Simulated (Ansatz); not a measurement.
## Nudged elastic band run: AlClH2

The input (input.yaml):

```yaml
crystal:
  periodic: [false, false, false]
  atoms:
    - { symbol: Al, position_ang: [0.458491, 0.0, 0.119551] }
    - { symbol: Cl, position_ang: [0.823216, 0.0, 2.198331] }
    - { symbol: H, position_ang: [1.704438, 0.0, -0.837886] }
    - { symbol: H, position_ang: [-1.039145, 0.0, -0.355796] }
basis:
  gaussian: { orbitals: "6-31G*" }
hamiltonian:
  xc: hf
neb:
  order_check: false
  images: 5
  f_tol: 0.05
  max_iterations: 60
  spring: 0.5
  final_atoms:
    - { symbol: Al, position_ang: [-0.80268224, 0.0, -1.25570714] }
    - { symbol: Cl, position_ang: [1.72431933, 0.0, 1.48193482] }
    - { symbol: H, position_ang: [2.80791721, 0.0, 0.8255904] }
    - { symbol: H, position_ang: [-1.7825543, 0.0, 0.07238193] }
  initial_path:
    images:
      - { positions_ang: [[0.458491, 0.0, 0.119551], [0.823216, 0.0, 2.198331], [1.704438, 0.0, -0.837886], [-1.039145, 0.0, -0.355796]] }
      - { positions_ang: [[0.30554658, 0.0, 0.07989854], [1.06219399, 0.0, 2.092193], [1.72278682, 0.0, -0.55144126], [-1.14352739, 0.0, -0.49645027]] }
      - { positions_ang: [[0.15260216, 0.0, 0.04024607], [1.30117198, 0.0, 1.98605499], [1.74113564, 0.0, -0.26499652], [-1.24790977, 0.0, -0.63710454]] }
      - { positions_ang: [[-0.00034227, 0.0, 0.00059361], [1.54014996, 0.0, 1.87991699], [1.75948446, 0.0, 0.02144821], [-1.35229216, 0.0, -0.77775881]] }
      - { positions_ang: [[-0.26778893, 0.0, -0.41817331], [1.60153975, 0.0, 1.74725626], [2.10896205, 0.0, 0.28949561], [-1.49571287, 0.0, -0.49437856]] }
      - { positions_ang: [[-0.53523558, 0.0, -0.83694023], [1.66292954, 0.0, 1.61459554], [2.45843963, 0.0, 0.557543], [-1.63913359, 0.0, -0.21099832]] }
      - { positions_ang: [[-0.80268224, 0.0, -1.25570714], [1.72431933, 0.0, 1.48193482], [2.80791721, 0.0, 0.8255904], [-1.7825543, 0.0, 0.07238193]] }
```

Launched with:

```bash
$ ansatz run input.yaml --threads 1 --pin off --max-ram 2048MiB --backend cpu --events-out ev --progress --plain --runs-dir out
```

Output, in part (warnings, iteration lines, the closing report on the highest movable image, with atoms numbered from 0):

```
NEB end point (image 0): max|allowed force component| = 9.841e-3 eV/Å (the criterion of neb.relax_end_points is 1.000e-2)
NEB end point (image 6): max|allowed force component| = 5.064e-3 eV/Å (the criterion of neb.relax_end_points is 1.000e-2)
NEB iter   1: max|band force component| = 1.151e1 eV/Å  barrier→ = 6.2023 eV  barrier← = 3.2741 eV  Δτ_max = 0.1659 Å  (178 SCF iters)
NEB iter   2: max|band force component| = 4.668e0 eV/Å  barrier→ = 4.7703 eV  barrier← = 1.8421 eV  Δτ_max = 0.2000 Å  (124 SCF iters)
NEB iter   3: max|band force component| = 2.064e0 eV/Å  barrier→ = 3.8213 eV  barrier← = 0.8931 eV  Δτ_max = 0.2000 Å  (122 SCF iters)
NEB iter   4: max|band force component| = 1.368e0 eV/Å  barrier→ = 3.9846 eV  barrier← = 1.0565 eV  Δτ_max = 0.1924 Å  (129 SCF iters)
NEB iter   5: max|band force component| = 1.569e0 eV/Å  barrier→ = 4.2951 eV  barrier← = 1.3669 eV  Δτ_max = 0.1041 Å  (127 SCF iters)
NEB iter   6: max|band force component| = 6.586e0 eV/Å  barrier→ = 4.3184 eV  barrier← = 1.3902 eV  Δτ_max = 0.0492 Å  (122 SCF iters)
NEB iter   7: max|band force component| = 3.513e0 eV/Å  barrier→ = 4.2523 eV  barrier← = 1.3241 eV  Δτ_max = 0.0998 Å  (117 SCF iters)
NEB iter   8: max|band force component| = 1.017e0 eV/Å  barrier→ = 4.1095 eV  barrier← = 1.1813 eV  Δτ_max = 0.2000 Å  (122 SCF iters)
NEB iter   9: max|band force component| = 6.864e-1 eV/Å  barrier→ = 3.9109 eV  barrier← = 0.9827 eV  Δτ_max = 0.2000 Å  (122 SCF iters)
NEB iter  10: max|band force component| = 6.051e0 eV/Å  barrier→ = 3.9144 eV  barrier← = 0.9862 eV  Δτ_max = 0.0998 Å  (126 SCF iters)
NEB iter  11: max|band force component| = 1.393e0 eV/Å  barrier→ = 3.6148 eV  barrier← = 0.6866 eV  Δτ_max = 0.1997 Å  (120 SCF iters)
NEB iter  12: max|band force component| = 1.085e0 eV/Å  barrier→ = 3.9991 eV  barrier← = 1.0709 eV  CI = image 2  Δτ_max = 0.1515 Å  (124 SCF iters)
NEB iter  13: max|band force component| = 3.319e-1 eV/Å  barrier→ = 4.0959 eV  barrier← = 1.1677 eV  CI = image 2  Δτ_max = 0.1928 Å  (127 SCF iters)
NEB iter  14: max|band force component| = 3.592e1 eV/Å  barrier→ = 8.6162 eV  barrier← = 5.6880 eV  CI = image 3  Δτ_max = 0.0951 Å  (121 SCF iters)
NEB iter  15: max|band force component| = 3.236e1 eV/Å  barrier→ = 8.3517 eV  barrier← = 5.4235 eV  CI = image 3  Δτ_max = 0.1859 Å  (124 SCF iters)
NEB iter  16: max|band force component| = 2.666e1 eV/Å  barrier→ = 8.2270 eV  barrier← = 5.2988 eV  CI = image 3  Δτ_max = 0.1937 Å  (130 SCF iters)
NEB iter  17: max|band force component| = 2.716e1 eV/Å  barrier→ = 7.9231 eV  barrier← = 4.9949 eV  CI = image 3  Δτ_max = 0.1988 Å  (129 SCF iters)
NEB iter  18: max|band force component| = 2.331e1 eV/Å  barrier→ = 7.0719 eV  barrier← = 4.1437 eV  CI = image 3  Δτ_max = 0.1992 Å  (125 SCF iters)
NEB iter  19: max|band force component| = 1.859e1 eV/Å  barrier→ = 5.9577 eV  barrier← = 3.0295 eV  CI = image 3  Δτ_max = 0.1996 Å  (119 SCF iters)
NEB iter  20: max|band force component| = 1.498e1 eV/Å  barrier→ = 5.0424 eV  barrier← = 2.1142 eV  CI = image 3  Δτ_max = 0.1964 Å  (122 SCF iters)
NEB iter  21: max|band force component| = 1.034e1 eV/Å  barrier→ = 4.2138 eV  barrier← = 1.2856 eV  CI = image 3  Δτ_max = 0.1961 Å  (117 SCF iters)
NEB iter  22: max|band force component| = 9.229e0 eV/Å  barrier→ = 4.1353 eV  barrier← = 1.2071 eV  CI = image 3  Δτ_max = 0.2000 Å  (111 SCF iters)
NEB iter  23: max|band force component| = 9.316e0 eV/Å  barrier→ = 4.0497 eV  barrier← = 1.1215 eV  CI = image 3  Δτ_max = 0.1969 Å  (113 SCF iters)
NEB iter  24: max|band force component| = 3.791e0 eV/Å  barrier→ = 3.6954 eV  barrier← = 0.7672 eV  CI = image 1  Δτ_max = 0.2000 Å  (109 SCF iters)
NEB iter  25: max|band force component| = 2.489e0 eV/Å  barrier→ = 3.9098 eV  barrier← = 0.9816 eV  CI = image 1  Δτ_max = 0.2000 Å  (115 SCF iters)
NEB iter  26: max|band force component| = 1.181e0 eV/Å  barrier→ = 4.0781 eV  barrier← = 1.1499 eV  CI = image 1  Δτ_max = 0.2000 Å  (122 SCF iters)
NEB iter  27: max|band force component| = 5.837e-1 eV/Å  barrier→ = 4.0862 eV  barrier← = 1.1580 eV  CI = image 1  Δτ_max = 0.2000 Å  (120 SCF iters)
NEB iter  28: max|band force component| = 1.223e0 eV/Å  barrier→ = 4.0805 eV  barrier← = 1.1523 eV  CI = image 1  Δτ_max = 0.1005 Å  (119 SCF iters)
NEB iter  29: max|band force component| = 6.791e-1 eV/Å  barrier→ = 4.0781 eV  barrier← = 1.1499 eV  CI = image 1  Δτ_max = 0.1972 Å  (116 SCF iters)
NEB iter  30: max|band force component| = 2.630e-1 eV/Å  barrier→ = 4.0779 eV  barrier← = 1.1497 eV  CI = image 1  Δτ_max = 0.1999 Å  (122 SCF iters)
NEB iter  31: max|band force component| = 2.552e-1 eV/Å  barrier→ = 4.0779 eV  barrier← = 1.1497 eV  CI = image 1  Δτ_max = 0.1000 Å  (116 SCF iters)
NEB iter  32: max|band force component| = 2.358e-1 eV/Å  barrier→ = 4.0778 eV  barrier← = 1.1496 eV  CI = image 1  Δτ_max = 0.0962 Å  (109 SCF iters)
NEB iter  33: max|band force component| = 6.026e-2 eV/Å  barrier→ = 4.0778 eV  barrier← = 1.1496 eV  CI = image 1  Δτ_max = 0.0185 Å  (108 SCF iters)
NEB iter  34: max|band force component| = 1.664e-2 eV/Å  barrier→ = 4.0778 eV  barrier← = 1.1496 eV  CI = image 1  Δτ_max = 0.0000 Å  (241 SCF iters)
Total energy: -19114.83422665 eV, -702.4572013293 hartree
Atom 0 at     0.220006    -0.000002    -0.606534 Å, force    -0.001679    -0.000000    -0.001812 eV/Å
Atom 1 at     1.350021     0.000002     1.824939 Å, force     0.000065    -0.000000    -0.000180 eV/Å
Atom 2 at     1.725926    -0.000001     0.250768 Å, force     0.001168     0.000000     0.001498 eV/Å
Atom 3 at    -1.348954     0.000001    -0.344973 Å, force     0.000445     0.000000     0.000494 eV/Å
Dipole moment:    -0.329531    -0.000001    -0.732802 e Å
```

The forces met the threshold. Neighbouring images differ by up to 4.1 eV, so the band resolves the path poorly. Another band between the same ends (5 images) ends at a top of the same energy, where a vibrational analysis finds 1 clearly imaginary mode. The orbitals stay closed-shell, which can raise the energy where a bond breaks towards radicals; this wasn't checked here.

Final band (atoms are numbered from 1 in the order of the input):

```
image  path coordinate (Å)  energy (kJ/mol)  Al1–Cl2 (Å)  Al1–H3 (Å)  Cl2–H3 (Å)
    0                 0.00              0.0         2.11        1.57        3.16
    1                 1.51            393.5         2.68        1.73        1.62
    2                 1.90            331.6         2.94        2.15        1.32
    3                 2.29            298.9         3.32        2.66        1.27
    4                 2.68            288.0         3.54        3.16        1.27
    5                 3.07            283.6         3.62        3.66        1.27
    6                 3.46            282.5         3.73        4.17        1.27
```

Time of the run: 51 s on 1 thread of Arm Neoverse V2, with other jobs on the host, peak memory 0.078 GiB.
